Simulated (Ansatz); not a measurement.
**Worked example: correlation energy of Al$_{2}$H$_{2}$ (H-bridged), triplet**

Geometry: that of the Al2H2 (H-bridged), singlet, kept fixed. The singlet lies 0.8 eV lower here.

```json
{"atom": "Al", "x (Å)": "0.0000", "y (Å)": "0.0925", "z (Å)": "1.2647"}
{"atom": "Al", "x (Å)": "0.0000", "y (Å)": "-0.0193", "z (Å)": "-1.3669"}
{"atom": "H", "x (Å)": "0.0000", "y (Å)": "-0.6882", "z (Å)": "2.6804"}
{"atom": "H", "x (Å)": "0.0000", "y (Å)": "-1.2711", "z (Å)": "0.0548"}
```

Basis 6-31G; Ansatz 0.2.0. Correlated methods freeze the noble-gas cores, which leaves 8 electrons in 20 orbitals. R marks a restricted (for open shells ROHF) determinant.

Full CI is exact within this basis and frozen core; it isn't the basis-set limit.

Runs differ by some tens of microhartree through their thresholds and, for an open shell, their frozen cores, so steps under 0.03 kcal/mol mean nothing.

```json
{"level": "RHF", "total energy (hartree)": "-484.837699"}
{"level": "RMP2", "total energy (hartree)": "-484.900791"}
{"level": "RCCSD", "total energy (hartree)": "-484.931949"}
{"level": "RCCSD(T)", "total energy (hartree)": "-484.934593"}
{"level": "RCCSDT", "total energy (hartree)": "-484.935898"}
{"level": "RCCSDT(Q)", "total energy (hartree)": "-484.936069"}
{"level": "RCCSDTQ", "total energy (hartree)": "-484.936100"}
{"level": "full CI", "total energy (hartree)": "-484.936111"}
```

Problem. What is the correlation energy at full CI, and what share of it do RMP2 and RCCSD recover?

Solution. E(corr) = -484.936111 − (-484.837699) = -0.098412 hartree = -2.678 eV. RMP2: -0.063092 / -0.098412 = 64.11 %. RCCSD: -0.094250 / -0.098412 = 95.77 %.

Problem. By how many kcal/mol does RCCSD(T) miss full CI (1 hartree = 627.509 kcal/mol), and which steps make up the rest?

Solution. -484.934593 − (-484.936111) = 0.001518 hartree = 0.95 kcal/mol. Steps: RCCSDT − RCCSD(T) = -0.82, RCCSDT(Q) − RCCSDT = -0.11, RCCSDTQ − RCCSDT(Q) = -0.02, full CI − RCCSDTQ = -0.01 kcal/mol. Differences between like states or geometries often cancel part of this.
